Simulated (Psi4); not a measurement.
**O3 (ozone): CCSD(T)/def2-SVP (density fitting with def2-universal-jkfit, sweep point 3)**

Aim: the vertical ionisation energy of O3 (ozone) at CCSD(T)/def2-SVP (density fitting with def2-universal-jkfit, sweep point 3), from 2 runs. 

The results are computed with Psi4 1.11.

2 further runs of the same task are left out: 2 set aside as unsound or not needed.

### 1 Starting point

The species is O3 (3 atoms), meant as a singlet with charge 0. As SMILES, `O=[O+][O-]`. The shape is that of a PBE0-D4/def2-TZVP optimisation.

Bond lengths: O1–O2 1.238 Å, O2–O3 1.238 Å. Angles: O1–O2–O3 118.4°.

### 2 The energy at CCSD(T)/def2-SVP (density fitting with def2-universal-jkfit, sweep point 3)

Contents of job.in:

```
memory 1600 MB

molecule {
  0 1
  O      0.848700    -0.535900     0.409500
  O     -0.228900    -0.317600    -0.159400
  O     -0.619800     0.853500    -0.250100
  symmetry c1
}

set globals {
  basis def2-SVP
  puream true
  scf_type df
  num_frozen_docc 3
  df_basis_scf def2-universal-jkfit
}

E, wfn = energy("ccsd(t)", return_wfn=True)
print_variables()
```

On the command line:

```
psi4 -i job.in -o job.out -n 1
```

job.out:

```text
[...]
  Running in c1 symmetry.
[...]
  Nuclear repulsion =   70.641648328371076
[...]
  Multiplicity = 1
[...]
  Nalpha       = 12
  Nbeta        = 12
[...]
    Number of basis functions: 42
[...]
   @DF-RHF iter   1:  -223.90098738958460   -3.75988e-01   1.60557e-02 ADIIS/DIIS
[...]
   @DF-RHF iter  13:  -224.06871749984680   -1.13687e-12   3.16452e-09 DIIS
[...]
    Orbital Energies [Eh]
    ---------------------
    Doubly Occupied:
       1A    -20.910812     2A    -20.695332     3A    -20.695200
       4A     -1.779967     5A     -1.447216     6A     -1.060716
       7A     -0.851547     8A     -0.811503     9A     -0.808061
      10A     -0.567846    11A     -0.547939    12A     -0.491639
[...]
  @DF-RHF Final Energy:  -224.06871749984680
   => Energetics <=
    Nuclear Repulsion Energy =             70.6416483283710761
    One-Electron Energy =                -448.0851790603754239
    Two-Electron Energy =                 153.3748132321575213
    Total Energy =                       -224.0687174998467981
[...]
 Multipole Moments:
 ------------------------------------------------------------------------------------
     Multipole            Electronic (a.u.)      Nuclear  (a.u.)        Total (a.u.)
 ------------------------------------------------------------------------------------
 L = 1.  Multiply by 2.5417464519 to convert [e a0] to [Debye]
 Dipole X            :         -0.2134733            0.0000000           -0.2134733
 Dipole Y            :         -0.2454529           -0.0000000           -0.2454529
 Dipole Z            :          0.0000000            0.0000000            0.0000000
 Magnitude           :                                                    0.3252967
[...]
      * MP2 total energy                      = -224.687464610916066
[...]
      * CCSD total energy                     = -224.668439561449105
[...]
      * CCSD(T) total energy                  = -224.698635364427957
[...]
```

It took 12 s on 1 thread of AMD EPYC 7R43 (Zen 3), shared host; peak memory 0.19 GiB.

### 3 The doublet cation at the same level

Contents of job.dat:

```
memory 1600 mb

molecule {
  1 2
  O      0.848700    -0.535900     0.409500
  O     -0.228900    -0.317600    -0.159400
  O     -0.619800     0.853500    -0.250100
  symmetry c1
}

set {
  basis           def2-SVP
  reference       uhf
  puream          true
  scf_type        df
  num_frozen_docc 3
  df_basis_scf    def2-universal-jkfit
  maxiter         150
}

energy("ccsd(t)")
```

On the command line:

```
psi4 job.dat job.out -n 1
```

job.out:

```text
[...]
  Running in c1 symmetry.
[...]
  Nuclear repulsion =   70.641648328371076
[...]
  Multiplicity = 2
[...]
  Nalpha       = 12
  Nbeta        = 11
[...]
    Number of basis functions: 42
[...]
   @DF-UHF iter   1:  -223.29002782355661    2.34972e-01   2.00643e-02 ADIIS/DIIS
[...]
   @DF-UHF iter  33:  -223.57430067076058   -6.82121e-13   9.97988e-09 DIIS
[...]
   @S^2 Observed:                8.079509311E-01
[...]
    Orbital Energies [Eh]
    ---------------------
    Alpha Occupied:
       1A    -21.339911     2A    -21.147276     3A    -21.147136
       4A     -2.195191     5A     -1.876376     6A     -1.482932
       7A     -1.265902     8A     -1.225874     9A     -1.196332
      10A     -1.008593    11A     -1.003949    12A     -0.901903
    Alpha Virtual:
      13A     -0.424001    14A     -0.037639    15A      0.053080
      16A      0.530353    17A      0.664526    18A      0.703861
      19A      0.707203    20A      0.765675    21A      0.786580
      22A      0.851365    23A      0.872089    24A      0.894022
      25A      0.956292    26A      1.076689    27A      1.113833
[...]
  @DF-UHF Final Energy:  -223.57430067076058
   => Energetics <=
    Nuclear Repulsion Energy =             70.6416483283710761
    One-Electron Energy =                -438.4611978281353686
    Two-Electron Energy =                 144.2452488290037422
    Total Energy =                       -223.5743006707605787
  UHF NO Occupations:
  HONO-2 :   10  A 1.9966554
  HONO-1 :   11  A 1.9770410
[...]
 Multipole Moments:
 ------------------------------------------------------------------------------------
     Multipole            Electronic (a.u.)      Nuclear  (a.u.)        Total (a.u.)
 ------------------------------------------------------------------------------------
 L = 1.  Multiply by 2.5417464519 to convert [e a0] to [Debye]
 Dipole X            :         -0.0744629            0.0000000           -0.0744629
 Dipole Y            :         -0.0856013           -0.0000000           -0.0856013
 Dipole Z            :          0.0000000            0.0000000            0.0000000
 Magnitude           :                                                    0.1134562
[...]
      * MP2 total energy                      = -224.251842514244998
[...]
      * CCSD total energy                     = -224.199380875486440
[...]
      * CCSD(T) total energy                     = -224.243285702340216
[...]
```

Wall time 20 s (1 thread of AMD EPYC 7R43 (Zen 3), shared host); peak memory 0.19 GiB.

### 4 Summary of results

At CCSD(T)/def2-SVP (density fitting with def2-universal-jkfit, sweep point 3), 3 core orbitals frozen:

| quantity | value |
| --- | --- |
| singlet O3: total energy | -224.69864 Eh |
| singlet O3: HOMO energy (Hartree–Fock orbitals) | -13.38 eV |
| singlet O3: LUMO energy (Hartree–Fock orbitals) | -0.85 eV |
| singlet O3: HOMO–LUMO gap (Hartree–Fock orbitals) | 12.53 eV |
| singlet O3: correlation energy (3 core orbitals frozen) | -629.6 mEh |
| singlet O3: (T) correction | -30.20 mEh |
| singlet O3: T1 diagnostic | 0.024 |
| doublet cation: total energy | -224.24329 Eh |
| doublet cation: HOMO energy (Hartree–Fock orbitals) (highest over α and β) | -22.33 eV |
| doublet cation: LUMO energy (Hartree–Fock orbitals) (lowest over α and β) | -11.99 eV |
| doublet cation: correlation energy (3 core orbitals frozen) | -668.6 mEh |
| doublet cation: (T) correction | -43.90 mEh |
| doublet cation: ⟨S²⟩ of the reference determinant | 0.808 |
| doublet cation: T1 diagnostic | 0.047 |
| vertical ionisation energy (to the doublet cation) | 12.391 eV |

**Reading.** The vertical ionisation energy comes to 12.39 eV (1196 kJ/mol). The T1 diagnostic (singlet O3) of 0.024 is above the customary mark for such species, so a single reference may not serve. The triples (singlet O3) make up 4.8 % of the correlation energy. The T1 diagnostic (doublet cation) of 0.047 is above the customary mark for such species, so a single reference may not serve. The triples (doublet cation) make up 6.6 % of the correlation energy.
